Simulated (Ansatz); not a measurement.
`O=CC#CF`. The species carries charge 0 and has multiplicity 1.

```xyz
6

O    -1.6766    1.2320    0.1129
C    -0.8380    0.6096   -0.4821
C     0.2081   -0.1509    0.1568
C     1.0957   -0.7969    0.6364
F     2.0241   -1.4722    1.1632
H    -0.8132    0.5785   -1.5872
```

Q: List the harmonic frequencies (cm⁻¹, unscaled) at PBE0-D4/def2-TZVP in Ansatz. (Best estimate.)

A: The calculation gave: 137, 180, 395, 452, 558, 842, 1014, 1320, 1419, 1795, 2430, 2964.

Q: Is this a minimum?

A: Yes, all 12 modes are real.

Q: Give the ideal-gas thermochemistry at 298.15 K and 1 bar (rigid rotor, harmonic oscillator; point group Cs, symmetry number 1).

A: Zero-point energy 80.8 kJ/mol; H(298) − E = 96.3 kJ/mol; entropy 297.7 J/(mol·K), of which translation 162.2, rotation 103.0, vibration 32.5; G(298) − E = 7.6 kJ/mol.
